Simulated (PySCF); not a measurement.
Compound: C5H7N.
Atom-mapped SMILES: `[CH2:1]=[C:2]([CH3:3])[C@H:4]1[CH:5]=[N:6]1` (hydrogens: H7, H8 on C1; H9, H10, H11 on C3; H12 on C4; H13 on C5)

Cartesian coordinates in Å at the GFN2-xTB level; atoms count from 1:
```
atom  x, y, z in Å
C1    -0.5183    1.0518   -1.4248
C2    -0.2504    0.2566   -0.3977
C3    -1.2141    0.0132    0.7233
C4     1.0417   -0.4530   -0.3039
C5     1.6162   -0.8305    0.9825
N6     1.0974   -1.7969    0.3860
H7     0.1872    1.2059   -2.2232
H8    -1.4534    1.5777   -1.5037
H9    -0.7977    0.3661    1.6678
H10   -2.1550    0.5240    0.5417
H11   -1.3994   -1.0559    0.8237
H12    1.7092   -0.3299   -1.1515
H13    2.1322   -0.5284    1.8620
```

The closed-shell SCF was solved with PySCF and density fitting under several settings on one GFN2-xTB geometry (grid level 2 and gas phase unless stated).

```tsv
settings	basis functions	SCF cycles	E (Eh)	HOMO (eV)	LUMO (eV)	dipole (D)
PBE0/pcSseg-1	137	14	-249.0654	-6.76	-0.73	2.17
PBE0/def2-SVPD	176	14	-248.9276	-6.81	-0.86	2.09
PBE0/def2-TZVP, IEF-PCM water, energy threshold 1e-07 Eh	228	9	-249.1936	-6.78	-0.72	2.84
```

Q: Estimate the rows for these settings: (1) PBE0/6-311+G(2d,p), energy threshold 1e-06 Eh; (2) OPBE/pcSseg-1.

A: 
```tsv
settings	basis functions	SCF cycles	E (Eh)	HOMO (eV)	LUMO (eV)	dipole (D)
PBE0/6-311+G(2d,p), energy threshold 1e-06 Eh	204	8	-249.1646	-6.78	-0.88	2.09
OPBE/pcSseg-1	137	16	-249.2644	-5.60	-1.74	2.04
```

Q: Over all rows, what range does the HOMO–LUMO gap span?

A: From 3.86 eV (OPBE/pcSseg-1) to 6.06 eV (PBE0/def2-TZVP, IEF-PCM water, energy threshold 1e-07 Eh). The functional of the narrowest has no exact exchange, that of the widest 25 % exact exchange.

Q: And the dipole moment?

A: From 2.04 D (OPBE/pcSseg-1) to 2.84 D (PBE0/def2-TZVP, IEF-PCM water, energy threshold 1e-07 Eh); the largest is 1.39 times the smallest, and the median is 2.09 D.

Q: Compare two rows with the functional PBE0: PBE0/6-311+G(2d,p), energy threshold 1e-06 Eh and PBE0/def2-SVPD. Which energy is lower, and by how much?

A: PBE0/6-311+G(2d,p), energy threshold 1e-06 Eh (204 functions) lies 0.2370 Eh or 149 kcal/mol below PBE0/def2-SVPD (176 functions).

Cycle counts include a coarse-grid stage where the run had one. All basis functions are spherical, in the Pople sets too. The species at its GFN2-xTB geometry (one conformer only).
